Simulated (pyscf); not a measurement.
H₂P–In (SMILES [PH2][In]) [singlet] + SiH₄ (SMILES [SiH4]) → H₃Si–InH–PH₂ (SMILES [SiH3][InH][PH2]) (insertion; singlet surface; H–Si broken, In–Si, H–In formed). PySCF, gas phase, ωB97X-D3(BJ)/def2-SVP geometries. Correlated levels are frozen-core, on RHF or UHF. ΔMP2 is the change of the MP2 total energy from the triple- to the quadruple-zeta basis. Rate constants from transition-state theory at the high-pressure limit, CCSD(T)/def2-TZVPP + ΔMP2(QZVPP) energies (ideal gas, 1 atm, RRHO with modes under 100 cm⁻¹ raised to 100, one conformer, R ln 2 for chiral ones without a mode under 150 cm⁻¹; no tunnelling), k in cm³ molecule⁻¹ s⁻¹.

```tsv
T (K)	1000/T	log10 k
298	3.354	-36.85
600	1.667	?
900	1.111	-20.26
1200	0.833	-17.99
```

Question: Fit an Arrhenius line to the three values, give the activation energy, and predict k at 600 K.

Answer: Least squares gives log10 k = -11.88 − 7.45 × 1000/T, so Ea = 7.45 × ln 10 × 1.987 = 34.1 kcal/mol, against an electronic barrier of 32.3. At 600 K the line gives -24.30; the computed value is -24.55 (ΔG‡ = 51.0 kcal/mol), a factor 1.8 under the line, since the plot is curved. On the reactant side the descent ends in a complex (not fully relaxed), 6.1 kcal/mol under the separated species and 35.5 kcal/mol under the saddle at ωB97X-D3(BJ)/def2-TZVP. At ωB97X-D3(BJ)/def2-TZVP the barrier from the zero used here is 29.4 kcal/mol. This is the saddle that the search found; another between the same sides may lie lower. The CCSD(T) − MP2 part came from Ansatz, without density fitting, on the same reference. The frozen core leaves the outer d or s,p core shells of the metals and heavy elements correlated in the MP2 and CC values, and def2-TZVPP describes them poorly, which can shift differences by a few kcal/mol. Elements past Kr carry the def2 core potentials, without spin-orbit coupling.
